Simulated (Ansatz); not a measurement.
**Molecular dynamics of C4H5, charge -1**

input.yaml

```yaml
crystal:
  periodic: [false, false, false]
  atoms:
    - { symbol: C, position_ang: [-0.147908, 1.784508, -1.045677] }
    - { symbol: C, position_ang: [-0.251275, 0.651608, -0.347268] }
    - { symbol: C, position_ang: [-0.457881, -0.446716, 0.321268] }
    - { symbol: C, position_ang: [0.343873, -1.467173, 0.982595] }
    - { symbol: H, position_ang: [0.145717, 1.817028, -2.10622] }
    - { symbol: H, position_ang: [-0.329424, 2.779885, -0.613716] }
    - { symbol: H, position_ang: [1.41549, -1.342755, 1.235772] }
    - { symbol: H, position_ang: [-0.530232, -1.636495, -0.086134] }
    - { symbol: H, position_ang: [-0.18834, -2.139891, 1.659381] }
total_charge: -1
basis:
  gaussian: { orbitals: "6-31G*" }
hamiltonian:
  xc: b3lyp
md:
  timestep: 0.5
  n_steps: 200
  ensemble: nve
  temperature: 100.0
  initial_velocities: maxwell_boltzmann
  seed: 8662
```

Launched with:

```bash
$ ansatz run input.yaml --threads 1 --pin off --max-ram 2048MiB --backend cpu --events-out ev --progress --plain --runs-dir out
```

It starts at the highest image of a converged band. Of that band: Neighbouring images differ by up to 1.8 eV, so the band resolves the path poorly. A vibrational analysis at the climbing image gives one clearly imaginary mode, 1591i cm⁻¹: a first-order saddle point.

Output, in part (one step line in 4, the closing report, with atoms numbered from 0):

```
md step     0: t =     0.00 fs  T =   100.0 K  F+E_penalty+E_count = -4224.26577155 eV  E_kin = 0.090482 eV  conserved = -4224.17528955 eV  (25 SCF iters)
md step     4: t =     2.00 fs  T =    70.4 K  F+E_penalty+E_count = -4224.23860916 eV  E_kin = 0.063664 eV  conserved = -4224.17494469 eV  (27 SCF iters)
md step     8: t =     4.00 fs  T =    46.6 K  F+E_penalty+E_count = -4224.21711380 eV  E_kin = 0.042209 eV  conserved = -4224.17490475 eV  (24 SCF iters)
md step    12: t =     6.00 fs  T =    42.2 K  F+E_penalty+E_count = -4224.21334642 eV  E_kin = 0.038225 eV  conserved = -4224.17512177 eV  (27 SCF iters)
md step    16: t =     8.00 fs  T =    22.4 K  F+E_penalty+E_count = -4224.19507679 eV  E_kin = 0.020269 eV  conserved = -4224.17480751 eV  (25 SCF iters)
md step    20: t =    10.00 fs  T =    41.3 K  F+E_penalty+E_count = -4224.21244801 eV  E_kin = 0.037407 eV  conserved = -4224.17504147 eV  (27 SCF iters)
md step    24: t =    12.00 fs  T =    59.1 K  F+E_penalty+E_count = -4224.22854014 eV  E_kin = 0.053496 eV  conserved = -4224.17504388 eV  (26 SCF iters)
md step    28: t =    14.00 fs  T =    77.3 K  F+E_penalty+E_count = -4224.24458267 eV  E_kin = 0.069964 eV  conserved = -4224.17461876 eV  (27 SCF iters)
md step    32: t =    16.00 fs  T =   193.9 K  F+E_penalty+E_count = -4224.34991949 eV  E_kin = 0.175449 eV  conserved = -4224.17447035 eV  (27 SCF iters)
md step    36: t =    18.00 fs  T =   482.9 K  F+E_penalty+E_count = -4224.61062230 eV  E_kin = 0.436901 eV  conserved = -4224.17372165 eV  (27 SCF iters)
md step    40: t =    20.00 fs  T =  1138.8 K  F+E_penalty+E_count = -4225.20480247 eV  E_kin = 1.030393 eV  conserved = -4224.17440937 eV  (26 SCF iters)
md step    44: t =    22.00 fs  T =  2030.4 K  F+E_penalty+E_count = -4226.01504452 eV  E_kin = 1.837140 eV  conserved = -4224.17790493 eV  (26 SCF iters)
md step    48: t =    24.00 fs  T =  2385.0 K  F+E_penalty+E_count = -4226.33823814 eV  E_kin = 2.158034 eV  conserved = -4224.18020462 eV  (26 SCF iters)
md step    52: t =    26.00 fs  T =  1857.0 K  F+E_penalty+E_count = -4225.85687023 eV  E_kin = 1.680211 eV  conserved = -4224.17665960 eV  (27 SCF iters)
md step    56: t =    28.00 fs  T =  1179.5 K  F+E_penalty+E_count = -4225.24211304 eV  E_kin = 1.067199 eV  conserved = -4224.17491365 eV  (27 SCF iters)
md step    60: t =    30.00 fs  T =   859.1 K  F+E_penalty+E_count = -4224.95144560 eV  E_kin = 0.777324 eV  conserved = -4224.17412147 eV  (27 SCF iters)
md step    64: t =    32.00 fs  T =  1041.5 K  F+E_penalty+E_count = -4225.11937557 eV  E_kin = 0.942351 eV  conserved = -4224.17702460 eV  (26 SCF iters)
md step    68: t =    34.00 fs  T =   977.5 K  F+E_penalty+E_count = -4225.06480819 eV  E_kin = 0.884471 eV  conserved = -4224.18033709 eV  (26 SCF iters)
md step    72: t =    36.00 fs  T =   984.8 K  F+E_penalty+E_count = -4225.06655235 eV  E_kin = 0.891077 eV  conserved = -4224.17547560 eV  (27 SCF iters)
md step    76: t =    38.00 fs  T =  1517.8 K  F+E_penalty+E_count = -4225.55383378 eV  E_kin = 1.373333 eV  conserved = -4224.18050060 eV  (26 SCF iters)
md step    80: t =    40.00 fs  T =  1231.8 K  F+E_penalty+E_count = -4225.28939176 eV  E_kin = 1.114519 eV  conserved = -4224.17487253 eV  (26 SCF iters)
md step    84: t =    42.00 fs  T =  1236.6 K  F+E_penalty+E_count = -4225.29414572 eV  E_kin = 1.118875 eV  conserved = -4224.17527042 eV  (26 SCF iters)
md step    88: t =    44.00 fs  T =  1546.1 K  F+E_penalty+E_count = -4225.57525795 eV  E_kin = 1.398984 eV  conserved = -4224.17627418 eV  (26 SCF iters)
md step    92: t =    46.00 fs  T =  1794.3 K  F+E_penalty+E_count = -4225.80519868 eV  E_kin = 1.623562 eV  conserved = -4224.18163643 eV  (26 SCF iters)
md step    96: t =    48.00 fs  T =  1128.2 K  F+E_penalty+E_count = -4225.19415607 eV  E_kin = 1.020796 eV  conserved = -4224.17336016 eV  (27 SCF iters)
md step   100: t =    50.00 fs  T =   890.4 K  F+E_penalty+E_count = -4224.98538456 eV  E_kin = 0.805669 eV  conserved = -4224.17971547 eV  (26 SCF iters)
md step   104: t =    52.00 fs  T =   552.7 K  F+E_penalty+E_count = -4224.67470435 eV  E_kin = 0.500121 eV  conserved = -4224.17458367 eV  (26 SCF iters)
md step   108: t =    54.00 fs  T =   551.6 K  F+E_penalty+E_count = -4224.67327299 eV  E_kin = 0.499095 eV  conserved = -4224.17417788 eV  (28 SCF iters)
md step   112: t =    56.00 fs  T =  1107.7 K  F+E_penalty+E_count = -4225.17760478 eV  E_kin = 1.002259 eV  conserved = -4224.17534606 eV  (27 SCF iters)
md step   116: t =    58.00 fs  T =  1875.8 K  F+E_penalty+E_count = -4225.87588351 eV  E_kin = 1.697260 eV  conserved = -4224.17862359 eV  (26 SCF iters)
md step   120: t =    60.00 fs  T =  2078.4 K  F+E_penalty+E_count = -4226.06002856 eV  E_kin = 1.880537 eV  conserved = -4224.17949119 eV  (25 SCF iters)
md step   124: t =    62.00 fs  T =  1734.8 K  F+E_penalty+E_count = -4225.74538176 eV  E_kin = 1.569655 eV  conserved = -4224.17572692 eV  (27 SCF iters)
md step   128: t =    64.00 fs  T =  1473.6 K  F+E_penalty+E_count = -4225.51058915 eV  E_kin = 1.333314 eV  conserved = -4224.17727470 eV  (26 SCF iters)
md step   132: t =    66.00 fs  T =  1045.7 K  F+E_penalty+E_count = -4225.12144949 eV  E_kin = 0.946208 eV  conserved = -4224.17524106 eV  (27 SCF iters)
md step   136: t =    68.00 fs  T =   863.3 K  F+E_penalty+E_count = -4224.95586289 eV  E_kin = 0.781101 eV  conserved = -4224.17476198 eV  (27 SCF iters)
md step   140: t =    70.00 fs  T =  1055.7 K  F+E_penalty+E_count = -4225.13151149 eV  E_kin = 0.955208 eV  conserved = -4224.17630321 eV  (26 SCF iters)
md step   144: t =    72.00 fs  T =  1254.4 K  F+E_penalty+E_count = -4225.31161143 eV  E_kin = 1.135031 eV  conserved = -4224.17657996 eV  (27 SCF iters)
md step   148: t =    74.00 fs  T =  1451.0 K  F+E_penalty+E_count = -4225.48910779 eV  E_kin = 1.312872 eV  conserved = -4224.17623599 eV  (27 SCF iters)
md step   152: t =    76.00 fs  T =  1621.8 K  F+E_penalty+E_count = -4225.64552621 eV  E_kin = 1.467468 eV  conserved = -4224.17805861 eV  (27 SCF iters)
md step   156: t =    78.00 fs  T =  1421.9 K  F+E_penalty+E_count = -4225.46250720 eV  E_kin = 1.286545 eV  conserved = -4224.17596253 eV  (27 SCF iters)
md step   160: t =    80.00 fs  T =  1297.4 K  F+E_penalty+E_count = -4225.34991037 eV  E_kin = 1.173930 eV  conserved = -4224.17598031 eV  (27 SCF iters)
md step   164: t =    82.00 fs  T =  1221.4 K  F+E_penalty+E_count = -4225.28366393 eV  E_kin = 1.105151 eV  conserved = -4224.17851292 eV  (27 SCF iters)
md step   168: t =    84.00 fs  T =   710.2 K  F+E_penalty+E_count = -4224.81765929 eV  E_kin = 0.642634 eV  conserved = -4224.17502566 eV  (26 SCF iters)
md step   172: t =    86.00 fs  T =   548.3 K  F+E_penalty+E_count = -4224.67079732 eV  E_kin = 0.496095 eV  conserved = -4224.17470201 eV  (26 SCF iters)
md step   176: t =    88.00 fs  T =   866.1 K  F+E_penalty+E_count = -4224.96055510 eV  E_kin = 0.783629 eV  conserved = -4224.17692642 eV  (27 SCF iters)
md step   180: t =    90.00 fs  T =  1089.8 K  F+E_penalty+E_count = -4225.16107985 eV  E_kin = 0.986046 eV  conserved = -4224.17503364 eV  (27 SCF iters)
md step   184: t =    92.00 fs  T =  1564.7 K  F+E_penalty+E_count = -4225.59154365 eV  E_kin = 1.415760 eV  conserved = -4224.17578339 eV  (27 SCF iters)
md step   188: t =    94.00 fs  T =  2118.9 K  F+E_penalty+E_count = -4226.09555267 eV  E_kin = 1.917235 eV  conserved = -4224.17831753 eV  (27 SCF iters)
md step   192: t =    96.00 fs  T =  2222.8 K  F+E_penalty+E_count = -4226.18823314 eV  E_kin = 2.011277 eV  conserved = -4224.17695655 eV  (25 SCF iters)
md step   196: t =    98.00 fs  T =  1953.1 K  F+E_penalty+E_count = -4225.94552876 eV  E_kin = 1.767187 eV  conserved = -4224.17834204 eV  (26 SCF iters)
md step   200: t =   100.00 fs  T =  1220.1 K  F+E_penalty+E_count = -4225.27982955 eV  E_kin = 1.103986 eV  conserved = -4224.17584382 eV  (25 SCF iters)
Total energy: -4225.28006539 eV, -155.2761784052 hartree
Atom 0 at    -0.090930     1.649191    -1.076730 Å, force     0.395479     2.508453    -1.150678 eV/Å
Atom 1 at    -0.243102     0.673704    -0.211555 Å, force    -0.621083    -0.373238    -0.204250 eV/Å
Atom 2 at    -0.573576    -0.333551     0.496140 Å, force    -1.548481     1.315965    -1.539315 eV/Å
Atom 3 at     0.286800    -1.439160     0.691326 Å, force     3.685517    -2.089489     4.814285 eV/Å
Atom 4 at    -0.413962     1.581805    -2.132399 Å, force    -0.084677    -0.003372     0.321233 eV/Å
Atom 5 at     0.266271     2.681277    -0.803134 Å, force     0.016572    -0.845903    -0.182574 eV/Å
Atom 6 at     0.922825    -0.979145     1.546596 Å, force     0.459566    -0.281185    -0.985572 eV/Å
Atom 7 at     1.145455    -2.057905     0.124639 Å, force    -1.824605     1.261665    -0.031040 eV/Å
Atom 8 at    -0.125059    -2.081386     1.493240 Å, force    -0.478289    -1.492897    -1.042089 eV/Å
Dipole moment:     0.311711    -0.211956     0.049877 e Å
```

All steps were run. The conserved energy stayed within 0.94 meV per atom of its start (net change -0.062 meV per atom), so the integration is sound. The system heated up, since it started high on the potential surface and ran downhill. A run of 0.1 ps of so small a system gives no equilibrium averages. The orbitals stay closed-shell, which can raise the energy where a bond breaks towards radicals; this wasn't checked here. Limits of this set-up: an anion without diffuse functions, the dipole of an ion depends on the origin.

The step under study would form C3–H8 and break C4–H8. These pairs go: C3–H8 1.26 → 2.46 Å, C4–H8 1.39 → 1.20 Å. In the last frame they stand as before the step (other bonds may differ from the relaxed reactants and products). It ends as one piece, C4H5 (total charge -1). Pairs count as bonded within 1.25 times the sum of covalent radii (0.12 Å more for H–H).

Last frame:

```xyz
9
Properties=species:S:1:pos:R:3
C -0.091 1.649 -1.077
C -0.243 0.674 -0.212
C -0.574 -0.334 0.496
C 0.287 -1.439 0.691
H -0.414 1.582 -2.132
H 0.266 2.681 -0.803
H 0.923 -0.979 1.547
H 1.145 -2.058 0.125
H -0.125 -2.081 1.493
```

The run took 7.2 min on 1 thread of Arm Neoverse V1, on a shared host, peak memory 0.23 GiB.
